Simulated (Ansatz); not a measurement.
Born–Oppenheimer molecular dynamics of CH₅B (7 atoms, charge 0, multiplicity 1). It starts from a relaxed structure.

The calculation used Ansatz 0.2.0, RKS r2SCAN-D4/def2-SVP.

```yaml
ensemble: NVE (velocity Verlet)
time_step: 1 fs
steps_asked: 250
starting_velocities_drawn_for: 400 K
seed: 108743
```

First frame:

```xyz
7
Properties=species:S:1:pos:R:3
B 0.020 0.016 -0.012
H 0.003 -0.041 1.198
C 1.362 0.078 -0.788
H 1.609 -1.000 -0.915
H 1.306 0.490 -1.806
H 2.211 0.512 -0.238
H -1.037 -0.055 -0.599
```

Problem. What does the run give?

Solution. The run went to its last step.

| Item | Value |
| --- | --- |
| steps done | 250 |
| time covered | 250 fs |
| mean temperature over the second half | 199 K |
| spread of the potential energy over the second half | 7.1 meV per atom |
| mean potential energy of the second half above the start | 19.9 meV per atom |

The conserved energy stayed within 2.7 meV per atom of its start (net change 1.4 meV per atom), so the integration is sound. Over the second half the temperature averaged 0.50 of the 400 K drawn at the start: a run that starts near a minimum puts about half its kinetic energy into the potential. A run of 0.25 ps of so small a system gives no equilibrium averages.

Problem. What happens to the structure?

Solution. The same pairs are bonded in the first frame and the last. Pairs count as bonded within 1.25 times the sum of covalent radii (0.12 Å more for H–H). This is one draw of velocities; another would differ in detail.

Problem. How do temperature and energy run in time?

Solution. 
```json
{"time (fs)": "0", "T (K)": "400", "potential energy less start (eV)": "0.000", "conserved less start (meV/atom)": "0.00"}
{"time (fs)": "8", "T (K)": "37", "potential energy less start (eV)": "0.251", "conserved less start (meV/atom)": "2.38"}
{"time (fs)": "16", "T (K)": "314", "potential energy less start (eV)": "0.057", "conserved less start (meV/atom)": "0.19"}
{"time (fs)": "24", "T (K)": "119", "potential energy less start (eV)": "0.198", "conserved less start (meV/atom)": "2.31"}
{"time (fs)": "32", "T (K)": "276", "potential energy less start (eV)": "0.085", "conserved less start (meV/atom)": "0.69"}
{"time (fs)": "40", "T (K)": "79", "potential energy less start (eV)": "0.223", "conserved less start (meV/atom)": "2.19"}
{"time (fs)": "48", "T (K)": "301", "potential energy less start (eV)": "0.067", "conserved less start (meV/atom)": "0.47"}
{"time (fs)": "56", "T (K)": "179", "potential energy less start (eV)": "0.151", "conserved less start (meV/atom)": "1.16"}
{"time (fs)": "64", "T (K)": "173", "potential energy less start (eV)": "0.157", "conserved less start (meV/atom)": "1.41"}
{"time (fs)": "72", "T (K)": "232", "potential energy less start (eV)": "0.118", "conserved less start (meV/atom)": "1.34"}
{"time (fs)": "80", "T (K)": "180", "potential energy less start (eV)": "0.152", "conserved less start (meV/atom)": "1.44"}
{"time (fs)": "88", "T (K)": "204", "potential energy less start (eV)": "0.134", "conserved less start (meV/atom)": "1.14"}
{"time (fs)": "96", "T (K)": "190", "potential energy less start (eV)": "0.147", "conserved less start (meV/atom)": "1.55"}
{"time (fs)": "104", "T (K)": "221", "potential energy less start (eV)": "0.123", "conserved less start (meV/atom)": "1.04"}
{"time (fs)": "112", "T (K)": "204", "potential energy less start (eV)": "0.133", "conserved less start (meV/atom)": "0.92"}
{"time (fs)": "120", "T (K)": "183", "potential energy less start (eV)": "0.151", "conserved less start (meV/atom)": "1.55"}
{"time (fs)": "128", "T (K)": "206", "potential energy less start (eV)": "0.136", "conserved less start (meV/atom)": "1.43"}
{"time (fs)": "136", "T (K)": "177", "potential energy less start (eV)": "0.153", "conserved less start (meV/atom)": "1.26"}
{"time (fs)": "144", "T (K)": "231", "potential energy less start (eV)": "0.116", "conserved less start (meV/atom)": "1.06"}
{"time (fs)": "152", "T (K)": "197", "potential energy less start (eV)": "0.140", "conserved less start (meV/atom)": "1.34"}
{"time (fs)": "160", "T (K)": "146", "potential energy less start (eV)": "0.177", "conserved less start (meV/atom)": "1.82"}
{"time (fs)": "168", "T (K)": "307", "potential energy less start (eV)": "0.064", "conserved less start (meV/atom)": "0.53"}
{"time (fs)": "176", "T (K)": "91", "potential energy less start (eV)": "0.213", "conserved less start (meV/atom)": "1.90"}
{"time (fs)": "184", "T (K)": "264", "potential energy less start (eV)": "0.094", "conserved less start (meV/atom)": "0.85"}
{"time (fs)": "192", "T (K)": "135", "potential energy less start (eV)": "0.189", "conserved less start (meV/atom)": "2.45"}
{"time (fs)": "200", "T (K)": "313", "potential energy less start (eV)": "0.058", "conserved less start (meV/atom)": "0.20"}
{"time (fs)": "208", "T (K)": "42", "potential energy less start (eV)": "0.247", "conserved less start (meV/atom)": "2.19"}
{"time (fs)": "216", "T (K)": "359", "potential energy less start (eV)": "0.029", "conserved less start (meV/atom)": "0.32"}
{"time (fs)": "224", "T (K)": "71", "potential energy less start (eV)": "0.231", "conserved less start (meV/atom)": "2.65"}
{"time (fs)": "232", "T (K)": "274", "potential energy less start (eV)": "0.086", "conserved less start (meV/atom)": "0.60"}
{"time (fs)": "240", "T (K)": "140", "potential energy less start (eV)": "0.180", "conserved less start (meV/atom)": "1.71"}
{"time (fs)": "248", "T (K)": "232", "potential energy less start (eV)": "0.116", "conserved less start (meV/atom)": "1.10"}
```

Run time: 6.4 min on 1 thread of Arm Neoverse V1 (shared host), peak memory 0.095 GiB.
